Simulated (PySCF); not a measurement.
# H···CH2F: magnetic exchange

Wanted: magnetic exchange for H···CH2F.

Programs: PySCF 2.14.0, with routines of our own; each step states its level. All values are computed. Atoms count from 0.

## Step 1: The starting structure

5 atoms, charge 0, high-spin multiplicity 3; geometry from: GFN2-xTB fragments, placed rigidly.

The system (radical pair): H···CH2F. The radical centres are 2.87 Å apart, tilted by 45 degrees; the spin sites are atom 0 (1 unpaired) and atoms 1, 2, 3, 4 (1 unpaired).

## Step 2: Magnetic exchange: CASSCF and SC-NEVPT2/def2-TZVP (2,2)

The job: settings as JSON, then the geometry in Å.

```
{"job": {"kind": "cas", "basis": "def2-TZVP", "active": "magnetic", "zfs": true}, "charge": 0, "high_spin_multiplicity": 3, "spin_sites": [[[0], 1], [[1, 2, 3, 4], 1]]}
H     -0.553300    -0.000100    -2.328000
C      0.146700    -0.000100     0.454000
F     -0.716700     0.002100     1.468300
H      0.560300    -0.955800     0.204200
H      0.563000     0.953900     0.201400
```

Level: CASSCF and SC-NEVPT2/def2-TZVP spin states, gas phase.

Launch:

```sh
$ OMP_NUM_THREADS=1 python exch_run.py task.json out
```

The driver reads the jobs from task.json and runs them one after another.

Log:

```text
start orbitals: natural orbitals of the high-spin HF determinant (converged)
active space: 2 electrons in 2 orbitals, 8 closed; orbitals optimised for multiplicities 3 1
macro   0  E = -138.9628361726  dE =  0.000e+00  |g| = 3.416e-02
macro   1  E = -138.9631555907  dE = -3.194e-04  |g| = 1.253e-02
macro   2  E = -138.9632184045  dE = -6.281e-05  |g| = 3.671e-03
macro   3  E = -138.9632227075  dE = -4.303e-06  |g| = 1.706e-03
macro   4  E = -138.9632237485  dE = -1.041e-06  |g| = 8.125e-04
macro   5  E = -138.9632238231  dE = -7.465e-08  |g| = 4.787e-04
macro   6  E = -138.9632238518  dE = -2.867e-08  |g| = 1.432e-04
CASSCF converged, mean energy = -138.9632238518
2S+1 = 3  root 0  E(CAS) = -138.95940531  E(NEVPT2) = -139.35586031  occupations 1.000 1.000
2S+1 = 1  root 0  E(CAS) = -138.96704240  E(NEVPT2) = -139.36405113  occupations 1.310 0.690
2S+1 = 1  root 1  E(CAS) = -138.63980331  E(NEVPT2) = -139.16869198  occupations 1.995 0.005
2S+1 = 1  root 2  E(CAS) = -138.47485615  E(NEVPT2) = -139.03062504  occupations 1.999 0.001
D(spin-spin) = -0.1369 cm-1, E/D = 0.004
D(spin-orbit) = 0.0000 cm-1, D(total) = -0.1369 cm-1, E/D = 0.004
```

It took 1.8 s on 1 thread of Arm Neoverse N1, shared host.

Key values:

```
                   quantity          value
                 J (CASSCF)      -838 cm⁻¹
                 J (NEVPT2)      -899 cm⁻¹
low less high spin (NEVPT2)  -5.1 kcal/mol
         diradical index y0           0.69
               zero-field D    -0.137 cm⁻¹
```

Mulliken spin populations of the high-spin state:

```
atom  value (e)
  H0       1.00
  C1       0.95
  F2       0.03
  H3       0.01
  H4       0.01
```

## Step 3: Magnetic exchange: HF/def2-TZVP

The job: settings as JSON, then the geometry in Å.

```
{"job": {"kind": "bs", "xc": "HF", "basis": "def2-TZVP", "rks": true}, "charge": 0, "high_spin_multiplicity": 3, "spin_sites": [[[0], 1], [[1, 2, 3, 4], 1]]}
H     -0.553300    -0.000100    -2.328000
C      0.146700    -0.000100     0.454000
F     -0.716700     0.002100     1.468300
H      0.560300    -0.955800     0.204200
H      0.563000     0.953900     0.201400
```

Method: HF/def2-TZVP high-spin, broken-symmetry and restricted single points, gas phase.

Log:

```text
high-spin state, multiplicity 3
final grid: 38928 points
cycle   1  E = -138.8997711944  dE = -1.163e-01  |g| = 3.401e-01  |ddm| = 1.091e+00
cycle   2  E = -138.9501977780  dE = -5.043e-02  |g| = 1.889e-01  |ddm| = 3.432e-01
cycle   3  E = -138.9623720181  dE = -1.217e-02  |g| = 4.506e-02  |ddm| = 9.165e-02
cycle   4  E = -138.9641107018  dE = -1.739e-03  |g| = 1.599e-02  |ddm| = 5.976e-02
cycle   5  E = -138.9644301157  dE = -3.194e-04  |g| = 6.916e-03  |ddm| = 2.705e-02
cycle   6  E = -138.9645182817  dE = -8.817e-05  |g| = 2.472e-03  |ddm| = 1.504e-02
cycle   7  E = -138.9645298347  dE = -1.155e-05  |g| = 7.186e-04  |ddm| = 5.461e-03
cycle   8  E = -138.9645306701  dE = -8.353e-07  |g| = 2.135e-04  |ddm| = 1.467e-03
cycle   9  E = -138.9645307395  dE = -6.942e-08  |g| = 6.814e-05  |ddm| = 4.264e-04
cycle  10  E = -138.9645307467  dE = -7.232e-09  |g| = 2.380e-05  |ddm| = 1.504e-04
converged SCF energy = -138.9645307467

broken-symmetry state, M_S = 0, start: spins of the second site flipped
final grid: 38928 points
cycle   1  E = -138.9665222422  dE = -7.856e-03  |g| = 3.030e-02  |ddm| = 7.566e-02
cycle   2  E = -138.9676240501  dE = -1.102e-03  |g| = 1.383e-02  |ddm| = 3.121e-02
cycle   3  E = -138.9679302533  dE = -3.062e-04  |g| = 4.605e-03  |ddm| = 2.462e-02
cycle   4  E = -138.9679654613  dE = -3.521e-05  |g| = 1.694e-03  |ddm| = 9.073e-03
cycle   5  E = -138.9679694978  dE = -4.036e-06  |g| = 6.398e-04  |ddm| = 2.831e-03
cycle   6  E = -138.9679702111  dE = -7.133e-07  |g| = 3.020e-04  |ddm| = 1.458e-03
cycle   7  E = -138.9679703295  dE = -1.184e-07  |g| = 1.067e-04  |ddm| = 6.460e-04
cycle   8  E = -138.9679703502  dE = -2.072e-08  |g| = 2.913e-05  |ddm| = 3.570e-04
cycle   9  E = -138.9679703516  dE = -1.348e-09  |g| = 9.671e-06  |ddm| = 7.563e-05
converged SCF energy = -138.9679703516

<S^2> high spin = 2.0123, broken symmetry = 0.9873
E(HS) - E(BS) = 754.91 cm-1
J_noodleman = -754.91 cm-1
J_unprojected = -377.45 cm-1
J_yamaguchi = -736.48 cm-1

restricted closed-shell singlet
final grid: 38928 points
cycle   1  E = -138.6466461434  dE =  4.603e-02  |g| = 7.353e-01  |ddm| = 1.155e+00
cycle   2  E = -138.7241790181  dE = -7.753e-02  |g| = 6.403e-01  |ddm| = 1.070e+00
cycle   3  E = -138.8573561555  dE = -1.332e-01  |g| = 9.621e-02  |ddm| = 4.745e-01
cycle   4  E = -138.8609122400  dE = -3.556e-03  |g| = 2.122e-02  |ddm| = 1.372e-01
cycle   5  E = -138.8611278679  dE = -2.156e-04  |g| = 9.260e-03  |ddm| = 3.462e-02
cycle   6  E = -138.8611729404  dE = -4.507e-05  |g| = 2.424e-03  |ddm| = 1.658e-02
cycle   7  E = -138.8611774439  dE = -4.504e-06  |g| = 5.086e-04  |ddm| = 6.666e-03
cycle   8  E = -138.8611776850  dE = -2.410e-07  |g| = 1.245e-04  |ddm| = 3.302e-03
cycle   9  E = -138.8611776965  dE = -1.154e-08  |g| = 3.202e-05  |ddm| = 6.441e-04
cycle  10  E = -138.8611776972  dE = -6.888e-10  |g| = 5.939e-06  |ddm| = 5.665e-05
converged SCF energy = -138.8611776972
```

Run time: 0.9 s. Hardware: 1 thread of Arm Neoverse N1, shared host.

In short:

```
                                                                           quantity          value
                                                                      J (Yamaguchi)      -736 cm⁻¹
                                                      low less high spin, projected  -4.2 kcal/mol
closed shell less high spin (no spin gap: the broken-symmetry state lies far lower)  64.9 kcal/mol
```

## Step 4: Magnetic exchange: TPSSh/def2-TZVP

The job: settings as JSON, then the geometry in Å.

```
{"job": {"kind": "bs", "xc": "TPSSh", "grid": 2, "basis": "def2-TZVP", "rks": true}, "charge": 0, "high_spin_multiplicity": 3, "spin_sites": [[[0], 1], [[1, 2, 3, 4], 1]]}
H     -0.553300    -0.000100    -2.328000
C      0.146700    -0.000100     0.454000
F     -0.716700     0.002100     1.468300
H      0.560300    -0.955800     0.204200
H      0.563000     0.953900     0.201400
```

Method: TPSSh/def2-TZVP high-spin, broken-symmetry and restricted single points, gas phase.

Log:

```text
high-spin state, multiplicity 3
final grid: 38928 points
cycle   1  E = -139.6292083725  dE = -9.829e-03  |g| = 7.686e-02  |ddm| = 1.792e-01
cycle   2  E = -139.6259377594  dE =  3.271e-03  |g| = 1.310e-01  |ddm| = 1.028e-01
cycle   3  E = -139.6314979190  dE = -5.560e-03  |g| = 9.643e-03  |ddm| = 5.703e-02
cycle   4  E = -139.6315352909  dE = -3.737e-05  |g| = 3.183e-03  |ddm| = 8.704e-03
cycle   5  E = -139.6315415116  dE = -6.221e-06  |g| = 1.210e-03  |ddm| = 3.613e-03
cycle   6  E = -139.6315423884  dE = -8.768e-07  |g| = 2.048e-04  |ddm| = 1.403e-03
cycle   7  E = -139.6315424139  dE = -2.552e-08  |g| = 4.846e-05  |ddm| = 1.954e-04
cycle   8  E = -139.6315424150  dE = -1.030e-09  |g| = 6.893e-06  |ddm| = 4.546e-05
converged SCF energy = -139.6315424150

broken-symmetry state, M_S = 0, start: spins of the second site flipped
final grid: 38928 points
cycle   1  E = -139.6385679198  dE = -9.711e-03  |g| = 2.750e-02  |ddm| = 1.467e-01
cycle   2  E = -139.6094656788  dE =  2.910e-02  |g| = 1.560e-01  |ddm| = 3.642e-01
cycle   3  E = -139.6316146614  dE = -2.215e-02  |g| = 8.585e-02  |ddm| = 1.058e-01
cycle   4  E = -139.6419724857  dE = -1.036e-02  |g| = 2.828e-02  |ddm| = 1.143e-01
cycle   5  E = -139.6427389822  dE = -7.665e-04  |g| = 8.242e-03  |ddm| = 5.141e-02
cycle   6  E = -139.6428431293  dE = -1.041e-04  |g| = 4.110e-03  |ddm| = 1.276e-02
cycle   7  E = -139.6428653285  dE = -2.220e-05  |g| = 2.929e-03  |ddm| = 1.213e-02
cycle   8  E = -139.6428714583  dE = -6.130e-06  |g| = 2.854e-04  |ddm| = 3.349e-03
cycle   9  E = -139.6428715544  dE = -9.614e-08  |g| = 1.066e-04  |ddm| = 3.869e-04
cycle  10  E = -139.6428715745  dE = -2.004e-08  |g| = 3.517e-05  |ddm| = 2.093e-04
cycle  11  E = -139.6428715764  dE = -1.969e-09  |g| = 1.535e-05  |ddm| = 1.068e-04
converged SCF energy = -139.6428715764

<S^2> high spin = 2.0050, broken symmetry = 0.8396
E(HS) - E(BS) = 2486.46 cm-1
J_noodleman = -2486.46 cm-1
J_unprojected = -1243.23 cm-1
J_yamaguchi = -2133.64 cm-1

restricted closed-shell singlet
final grid: 38928 points
cycle   1  E = -138.8165514388  dE =  5.701e-01  |g| = 1.320e+00  |ddm| = 1.596e+00
cycle   2  E = -138.3013297522  dE =  5.152e-01  |g| = 1.872e+00  |ddm| = 3.466e+00
cycle   3  E = -139.4676771113  dE = -1.166e+00  |g| = 5.058e-01  |ddm| = 2.813e+00
cycle   4  E = -139.3021214425  dE =  1.656e-01  |g| = 6.177e-01  |ddm| = 1.270e+00
cycle   5  E = -139.5577057762  dE = -2.556e-01  |g| = 2.969e-01  |ddm| = 1.114e+00
cycle   6  E = -139.6042185351  dE = -4.651e-02  |g| = 1.048e-01  |ddm| = 2.560e-01
cycle   7  E = -139.6007053397  dE =  3.513e-03  |g| = 1.239e-01  |ddm| = 5.591e-02
cycle   8  E = -139.6000014260  dE =  7.039e-04  |g| = 1.285e-01  |ddm| = 9.280e-03
cycle   9  E = -139.6008383103  dE = -8.369e-04  |g| = 1.224e-01  |ddm| = 6.443e-03
cycle  10  E = -139.6092272622  dE = -8.389e-03  |g| = 1.680e-02  |ddm| = 1.524e-01
cycle  11  E = -139.6093904475  dE = -1.632e-04  |g| = 1.037e-03  |ddm| = 1.904e-02
cycle  12  E = -139.6093882871  dE =  2.160e-06  |g| = 2.138e-03  |ddm| = 1.884e-03
cycle  13  E = -139.6093905837  dE = -2.297e-06  |g| = 5.512e-04  |ddm| = 1.659e-03
cycle  14  E = -139.6093907515  dE = -1.678e-07  |g| = 7.671e-05  |ddm| = 5.154e-04
cycle  15  E = -139.6093907545  dE = -2.971e-09  |g| = 2.940e-06  |ddm| = 7.494e-05
converged SCF energy = -139.6093907545
```

It took 17 s on 1 thread of Arm Neoverse N1, shared host.

From this job:

```
                                                                           quantity           value
                                                                      J (Yamaguchi)      -2134 cm⁻¹
                                                      low less high spin, projected  -12.2 kcal/mol
closed shell less high spin (no spin gap: the broken-symmetry state lies far lower)   13.9 kcal/mol
```

## Step 5: Magnetic exchange: TPSSh/def2-TZVP, other SCF options

The job: settings as JSON, then the geometry in Å.

```
{"job": {"kind": "bs", "xc": "TPSSh", "grid": 2, "basis": "def2-TZVP", "rks": true, "scf": {"guess": "atom", "max_cycle": 62}}, "charge": 0, "high_spin_multiplicity": 3, "spin_sites": [[[0], 1], [[1, 2, 3, 4], 1]]}
H     -0.553300    -0.000100    -2.328000
C      0.146700    -0.000100     0.454000
F     -0.716700     0.002100     1.468300
H      0.560300    -0.955800     0.204200
H      0.563000     0.953900     0.201400
```

Level: TPSSh/def2-TZVP high-spin, broken-symmetry and restricted single points, gas phase.

Log:

```text
high-spin state, multiplicity 3
final grid: 38928 points
cycle   1  E = -139.5748159626  dE =  1.300e-01  |g| = 3.521e-01  |ddm| = 1.092e+00
cycle   2  E = -139.5822253136  dE = -7.409e-03  |g| = 3.439e-01  |ddm| = 5.465e-01
cycle   3  E = -139.6306138467  dE = -4.839e-02  |g| = 5.240e-02  |ddm| = 3.000e-01
cycle   4  E = -139.6311398461  dE = -5.260e-04  |g| = 3.266e-02  |ddm| = 3.845e-02
cycle   5  E = -139.6315281868  dE = -3.883e-04  |g| = 4.907e-03  |ddm| = 1.624e-02
cycle   6  E = -139.6315411411  dE = -1.295e-05  |g| = 9.645e-04  |ddm| = 4.589e-03
cycle   7  E = -139.6315423736  dE = -1.233e-06  |g| = 1.927e-04  |ddm| = 1.740e-03
cycle   8  E = -139.6315424143  dE = -4.064e-08  |g| = 3.311e-05  |ddm| = 3.126e-04
cycle   9  E = -139.6315424150  dE = -7.074e-10  |g| = 6.478e-06  |ddm| = 4.377e-05
converged SCF energy = -139.6315424150

broken-symmetry state, M_S = 0, start: spins of the second site flipped
final grid: 38928 points
cycle   1  E = -139.6385679066  dE = -9.711e-03  |g| = 2.750e-02  |ddm| = 1.467e-01
cycle   2  E = -139.6094654845  dE =  2.910e-02  |g| = 1.560e-01  |ddm| = 3.642e-01
cycle   3  E = -139.6316146187  dE = -2.215e-02  |g| = 8.585e-02  |ddm| = 1.058e-01
cycle   4  E = -139.6419724772  dE = -1.036e-02  |g| = 2.828e-02  |ddm| = 1.143e-01
cycle   5  E = -139.6427389862  dE = -7.665e-04  |g| = 8.242e-03  |ddm| = 5.141e-02
cycle   6  E = -139.6428431304  dE = -1.041e-04  |g| = 4.110e-03  |ddm| = 1.276e-02
cycle   7  E = -139.6428653286  dE = -2.220e-05  |g| = 2.929e-03  |ddm| = 1.213e-02
cycle   8  E = -139.6428714583  dE = -6.130e-06  |g| = 2.854e-04  |ddm| = 3.349e-03
cycle   9  E = -139.6428715544  dE = -9.606e-08  |g| = 1.066e-04  |ddm| = 3.867e-04
cycle  10  E = -139.6428715745  dE = -2.006e-08  |g| = 3.515e-05  |ddm| = 2.094e-04
cycle  11  E = -139.6428715764  dE = -1.965e-09  |g| = 1.535e-05  |ddm| = 1.067e-04
converged SCF energy = -139.6428715764

<S^2> high spin = 2.0050, broken symmetry = 0.8396
E(HS) - E(BS) = 2486.46 cm-1
J_noodleman = -2486.46 cm-1
J_unprojected = -1243.23 cm-1
J_yamaguchi = -2133.64 cm-1

restricted closed-shell singlet
final grid: 38928 points
cycle   1  E = -139.2423352220  dE =  4.625e-01  |g| = 9.190e-01  |ddm| = 1.554e+00
cycle   2  E = -138.8208685123  dE =  4.215e-01  |g| = 1.483e+00  |ddm| = 2.114e+00
cycle   3  E = -139.4606128460  dE = -6.397e-01  |g| = 4.699e-01  |ddm| = 1.454e+00
cycle   4  E = -139.3345608456  dE =  1.261e-01  |g| = 6.312e-01  |ddm| = 1.226e+00
cycle   5  E = -139.6040745311  dE = -2.695e-01  |g| = 9.147e-02  |ddm| = 6.885e-01
cycle   6  E = -139.6087073274  dE = -4.633e-03  |g| = 3.722e-02  |ddm| = 1.474e-01
cycle   7  E = -139.6080430504  dE =  6.643e-04  |g| = 5.166e-02  |ddm| = 9.097e-02
cycle   8  E = -139.6082429093  dE = -1.999e-04  |g| = 4.681e-02  |ddm| = 6.317e-03
cycle   9  E = -139.6080538524  dE =  1.891e-04  |g| = 5.037e-02  |ddm| = 4.097e-03
cycle  10  E = -139.6080934772  dE = -3.962e-05  |g| = 4.958e-02  |ddm| = 7.891e-04
cycle  11  E = -139.6090736401  dE = -9.802e-04  |g| = 2.447e-02  |ddm| = 2.572e-02
cycle  12  E = -139.6093868147  dE = -3.132e-04  |g| = 2.761e-03  |ddm| = 2.809e-02
cycle  13  E = -139.6093907482  dE = -3.933e-06  |g| = 1.049e-04  |ddm| = 2.695e-03
cycle  14  E = -139.6093907542  dE = -5.975e-09  |g| = 2.271e-05  |ddm| = 1.432e-04
converged SCF energy = -139.6093907542
```

It took 17 s on 1 thread of Arm Neoverse N1, shared host.

In short:

```
                                                                           quantity           value
                                                                      J (Yamaguchi)      -2134 cm⁻¹
                                                      low less high spin, projected  -12.2 kcal/mol
closed shell less high spin (no spin gap: the broken-symmetry state lies far lower)   13.9 kcal/mol
```

## Step 6: The levels compared

J for H = −2J S1·S2; the gap is low spin less high spin (projected; unprojected where the broken-symmetry state collapsed; or NEVPT2):

```
step                                 level  geometry  J (cm⁻¹)  gap (kcal/mol)   time
   2  CASSCF and SC-NEVPT2/def2-TZVP (2,2)       one      -899            -5.1  1.8 s
   3                          HF/def2-TZVP       one      -736            -4.2  0.9 s
   4                       TPSSh/def2-TZVP       one     -2134           -12.2   17 s
   5    TPSSh/def2-TZVP, other SCF options       one     -2134           -12.2   17 s
```

CASSCF times leave out a start SCF that an earlier step had already made.

## Step 7: Summary of results

| quantity | value |
| --- | --- |
| J (CASSCF) (step 2, CASSCF and SC-NEVPT2/def2-TZVP (2,2)) | -838 cm⁻¹ |
| J (NEVPT2) (step 2, CASSCF and SC-NEVPT2/def2-TZVP (2,2)) | -899 cm⁻¹ |
| low less high spin (NEVPT2) (step 2, CASSCF and SC-NEVPT2/def2-TZVP (2,2)) | -5.1 kcal/mol |
| diradical index y0 (step 2, CASSCF and SC-NEVPT2/def2-TZVP (2,2)) | 0.69 |
| J | -2134 (TPSSh/def2-TZVP, other SCF options) to -736 cm⁻¹ (HF/def2-TZVP) |

What this shows: The levels with a meaningful J put the low-spin state lower (antiferromagnetic coupling), from -2134 to -736 cm⁻¹.
